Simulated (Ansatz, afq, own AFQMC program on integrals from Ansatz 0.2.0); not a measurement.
**H3, doublet in cc-pVTZ, levels against full CI**

```tsv
atom	x (Å)	y (Å)	z (Å)
H	0.0000	0.0000	-0.8400
H	0.0000	0.0000	-0.0320
H	0.0000	0.0000	0.8720
```

Basis cc-pVTZ. Noble-gas cores (and the filled d shells of Ga–Kr and In–Xe) are frozen. Ansatz 0.2.0 and our own AFQMC program on the same integrals; the CISD trial comes from CCSD amplitudes, and released means the phaseless constraint is let go. Error bars are statistical, one sigma.

Determinant: UHF, the one that the program's search chose, which needn't be the lowest solution. The geometry is a point of a scan.

Full CI on the same integrals is exact in this basis and with this determinant's frozen core.

The T1 diagnostic is 0.0167. The weight of the determinant in the CISD state is 0.973, the ⟨S²⟩ of the determinant is 0.775 and the size of the correlated space is 3 electrons in 42 orbitals.

Reference: full CI, correlation energy -1.402 eV. The released energy is read at 2.40 1/Eh (meV from the phaseless value at times in 1/Eh: -0.20 ± 0.23 at 0.24, -0.26 ± 0.16 at 0.51, -0.31 ± 0.13 at 0.99, -0.19 ± 0.12 at 1.62, 0.02 ± 0.20 at 2.40).

```json
{"level": "HF", "E − E(reference) (meV)": "1401.8", "share of correlation (%)": "0.00"}
{"level": "MP2", "E − E(reference) (meV)": "321.9", "share of correlation (%)": "77.04"}
{"level": "CCSD", "E − E(reference) (meV)": "15.0", "share of correlation (%)": "98.93"}
{"level": "CCSD(T)", "E − E(reference) (meV)": "2.9", "share of correlation (%)": "99.79"}
{"level": "ph-AFQMC/CISD", "E − E(reference) (meV)": "0.1 ± 0.2", "share of correlation (%)": "99.99"}
{"level": "released AFQMC", "E − E(reference) (meV)": "0.1 ± 0.2", "share of correlation (%)": "99.99"}
```

A walk keeps the symmetry of its determinant, which the program's search chose and which needn't be the lowest solution, so a lower state of the same spin and another symmetry isn't excluded. Released energies are given only where the last usable release times agree within the noise; a slower fall can still hide under it.
